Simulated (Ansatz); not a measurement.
A made-up structure of CH3OS, doublet:

| atom | x (Å) | y (Å) | z (Å) |
| --- | --- | --- | --- |
| C1 | -0.5743 | 0.0045 | -0.9821 |
| O2 | -0.6392 | -0.7095 | -0.0217 |
| S3 | 0.8313 | 0.5927 | 2.0148 |
| H4 | -1.1076 | -0.2431 | -1.9197 |
| H5 | -0.2104 | -1.4896 | 0.3638 |
| H6 | 1.4704 | -0.5815 | 1.8828 |

It is relaxed with PBE-D4/def2-SVP and then PBE0-D4/def2-TZVP (Ansatz 0.2.0). Atoms count as bonded within 1.22 times the sum of their covalent radii (H–H: 0.88 Å). The end point is not checked to be a true minimum.

(1) Does its bonding change? (Judge from chemistry; the calculation decides.)

Answers

(1) Computed: Yes. Formed: S3–H5; broken: O2–H5.

Where it ends: The first stage lowers the energy by 4.04 eV in 20 steps. It ends as a complex of CHO ([CH][O]) + H₂S:
```json
{"atom": "C1", "x (Å)": "-0.6880", "y (Å)": "-0.3665", "z (Å)": "-1.5459"}
{"atom": "O2", "x (Å)": "-1.1567", "y (Å)": "-0.7188", "z (Å)": "-0.5336"}
{"atom": "S3", "x (Å)": "0.8537", "y (Å)": "-0.1466", "z (Å)": "2.5609"}
{"atom": "H4", "x (Å)": "-1.2360", "y (Å)": "-0.3189", "z (Å)": "-2.5247"}
{"atom": "H5", "x (Å)": "0.0427", "y (Å)": "-0.4610", "z (Å)": "1.5381"}
{"atom": "H6", "x (Å)": "1.9545", "y (Å)": "-0.4147", "z (Å)": "1.8431"}
```

Labels in which every atom is bracketed show which atoms are joined, not bond orders.

For scale, one of the runs: PBE0-D4/def2-TZVP relaxation, 117 basis functions, launched by `ansatz run in.yaml --threads 2 --pin off --events-out ev --progress --plain --max-ram 4352MiB`. Hardware: 2 CPU threads of an Arm Neoverse V1, shared host. Wall time about 39 s.
